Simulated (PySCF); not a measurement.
The dipole of `[Li][Na]` (lithium sodium) from its density and from atomic charges.

Coordinates (PBE0-D3(BJ)/def2-TZVP, Å) and charges (e) from the PBE0/pcSseg-2 density (PySCF):

```tsv
atom	x	y	z	Mulliken	IAO	Hirshfeld	ESP-fitted
Li1	1.472	-0.035	0.003	-0.0953	-0.0060	-0.0190	+0.0049
Na2	-1.455	0.006	-0.016	+0.0953	+0.0060	+0.0190	-0.0049
```

Problem. Form Σ q r in debye for every column and set it beside the full dipole.

Solution. The full density gives (-0.38, 0.01, 0.00) D, 0.38 D in size; dipole vectors point from the negative to the positive end.

```tsv
scheme	μx	μy	μz	size (D)	share of the full size (%)	angle to the full dipole (°)
Mulliken	-1.34	0.02	-0.01	1.34	349	0
IAO	-0.08	0.00	0.00	0.08	22	0
Hirshfeld	-0.27	0.00	0.00	0.27	70	0
ESP-fitted	0.07	0.00	0.00	0.07	18	180
```

Problem. Which set comes closest?

Solution. Length of the difference vector: Hirshfeld 0.12 D, IAO 0.30 D, ESP-fitted 0.45 D, Mulliken 0.96 D. Closest: Hirshfeld. The schemes that divide the density aren't constrained to reproduce the dipole.

Problem. What is left for the Hirshfeld atoms' own dipoles?

Solution. The shares of the density sum to the whole, so what Σ q r misses lies in dipoles about the nuclei. The atomic dipoles sum to (-0.38, 0.01, 0.00) − (-0.27, 0.00, 0.00) = (-0.11, 0.01, 0.00) D, 0.12 D in size.

Problem. Give the size of the full dipole in other units.

Solution. 0.38 D = 0.151 au = 0.080 e·Å = 1.28 × 10⁻³⁰ C·m.

Geometry: PBE0-D3(BJ)/def2-TZVP; no solvent, vibrations or thermal averaging.

These values come from a run that also computed NMR shieldings. Hardware: Arm Neoverse N1, one thread, shared host. Cost: 2.7 s wall (grids of density and orbitals included), 0.27 GiB resident at most.
